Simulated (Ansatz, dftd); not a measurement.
Reaction: CH6OSi (methoxysilane, SMILES CO[SiH3]) → H3SiO (SMILES [O][SiH3], doublet) + CH3 (SMILES [CH3], doublet) (the C-O bond breaks)
Each species at its own B3LYP-D3(BJ)/def2-TZVP minimum (Ansatz, a first-principles code).

Wanted: bond dissociation energy (electronic), in kcal/mol. UHF or UKS for unpaired electrons; spin-orbit terms are left out. Correlated methods leave the cores frozen. Rows without X2C or -DK are non-relativistic. CBS(X,Y): correlation extrapolated as X^-3, Hartree-Fock from the larger set. A bracket is a step between two methods taken in the basis named. The functionals are non-relativistic, so their misses hold any scalar relativity. Double hybrids freeze cores in their MP2 part. 'core' is core correlation in cc-pwCVTZ (1s frozen past Ne), 'X2C' scalar relativity in cc-pVTZ-DK, both at CCSD(T).

```csv
level,program,bond dissociation energy (kcal/mol),difference against the last row
HF/cc-pV(D+d)Z,Ansatz,61.5,-38.7
PBE/def2-TZVPD,Ansatz,95.4,-4.8
r2SCAN/def2-TZVPD,Ansatz,90.5,-9.7
B3LYP/def2-TZVPD,Ansatz,91.7,-8.5
PBE0-D3(BJ)/def2-TZVPD,Ansatz + dftd3,96.1,-4.1
CAM-B3LYP-D4/def2-TZVPD,Ansatz + dftd4,96.6,-3.6
CAM-B3LYP/def2-TZVPD,Ansatz,95.3,-4.9
B2GP-PLYP-D3(BJ)/def2-TZVPD,Ansatz + dftd3,98.3,-1.9
MP2/cc-pV(Q+d)Z,Ansatz,108.3,8.1
CCSD/cc-pV(T+d)Z,Ansatz,94.7,-5.5
"CCSD(T)/CBS(cc-pV(T+d)Z,cc-pV(Q+d)Z)",Ansatz,100.3,0.1
CCSDT(Q)/cc-pV(D+d)Z,Ansatz,93.6,-6.6
"CCSD(T)/CBS(cc-pV(T+d)Z,cc-pV(Q+d)Z) + [CCSDT(Q) - CCSD(T)]/cc-pV(D+d)Z + core + X2C",Ansatz,100.2,0.0
```
